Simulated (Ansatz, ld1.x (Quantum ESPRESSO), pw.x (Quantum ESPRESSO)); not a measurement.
**What a changed setting does to a pw.x run (diamond B)**

Potential: norm-conserving Troullier–Martins (Kleinman–Bylander form), ld1.x (Quantum ESPRESSO) 7.5, PBEsol; core [He], reference 2s1.75 2p1.25; waves: 2s (bound): rc 1.65 bohr; 2p (bound): rc 2.05 bohr; 3d channel at -0.05 Ry: rc 1.60 bohr; local part: all-electron potential smoothed inside 1.20 bohr (lloc = -2); core correction: a·sin(br)/r model core, default radius (core density twice the valence density).

The reference run (k-mesh 11³, cutoffs 55/220 Ry, Fermi–Dirac 0.01 Ry, mixing_beta 0.4, conv_thr 1e-9, no spin) gives -2.49 GPa at 8.196 Å³/atom, where all-electron LAPW gives 0.07 GPa. This run, with its own iteration cap, changes k-mesh points per axis to 4.

```
&control
  calculation='scf', prefix='x', pseudo_dir='./', outdir='./tmp', tstress=.true., disk_io='none'
/
&system
  ibrav=0, nat=2, ntyp=1, ecutwfc=55, ecutrho=220, nbnd=10,
  occupations='smearing', smearing='fd', degauss=0.01
/
&electrons
  conv_thr=1e-09, mixing_beta=0.4, electron_maxstep=60
/
ATOMIC_SPECIES
B 1.0 B.UPF
CELL_PARAMETERS angstrom
  0.00000000 2.01620173 2.01620173
  2.01620173 0.00000000 2.01620173
  2.01620173 2.01620173 0.00000000
ATOMIC_POSITIONS crystal
B 0.0000 0.0000 0.0000
B 0.2500 0.2500 0.2500
K_POINTS automatic
4 4 4 0 0 0
```

```bash
pw.x < B.scf.in > B.scf.out
```

**Question.** How does the run end?

**Answer.** It converges in 6 iterations; the free energy moves by -61.2 meV/atom and the pressure by -0.54 GPa.

```
Message from routine setup:
     using ibrav=0 with symmetry is DISCOURAGED, use correct ibrav instead
     lattice parameter (alat)  =       5.3883  a.u.
     unit-cell volume          =     110.6187 (a.u.)^3
     number of electrons       =         6.00
     number of Kohn-Sham states=           10
     kinetic-energy cutoff     =      55.0000  Ry
     charge density cutoff     =     220.0000  Ry
     scf convergence threshold =      1.0E-09
     Exchange-correlation= PBESOL
     number of k points=     8  Fermi-Dirac smearing, width (Ry)=  0.0100
     iteration #  1     ecut=    55.00 Ry     beta= 0.40
     total energy              =     -12.43368764 Ry
     estimated scf accuracy    <       0.03979680 Ry
     iteration #  2     ecut=    55.00 Ry     beta= 0.40
     total energy              =     -12.43018266 Ry
     estimated scf accuracy    <       0.01048092 Ry
     iteration #  3     ecut=    55.00 Ry     beta= 0.40
     total energy              =     -12.43090506 Ry
     estimated scf accuracy    <       0.00004820 Ry
     iteration #  4     ecut=    55.00 Ry     beta= 0.40
     total energy              =     -12.43091038 Ry
     estimated scf accuracy    <       0.00000017 Ry
     iteration #  5     ecut=    55.00 Ry     beta= 0.40
     total energy              =     -12.43091042 Ry
     estimated scf accuracy    <       0.00000002 Ry
     iteration #  6     ecut=    55.00 Ry     beta= 0.40
     the Fermi energy is     6.5699 ev
!    total energy              =     -12.43091042 Ry
     estimated scf accuracy    <          7.2E-10 Ry
     smearing contrib. (-TS)   =      -0.00512610 Ry
     The total energy is F=E-TS. E is the sum of the following terms:
     one-electron contribution =       5.27212673 Ry
     hartree contribution      =       0.57844131 Ry
     xc contribution           =      -5.55186328 Ry
     ewald contribution        =     -12.72448908 Ry
     convergence has been achieved in   6 iterations
          total   stress  (Ry/bohr**3)                   (kbar)     P=      -30.28
     Message from routine punch:
     Nothing written, as per user request (disk_io='none')
```

The run took about 0.9 s on one core of a shared host (Neoverse-V1, 32 threads, 247 GiB, load 25).
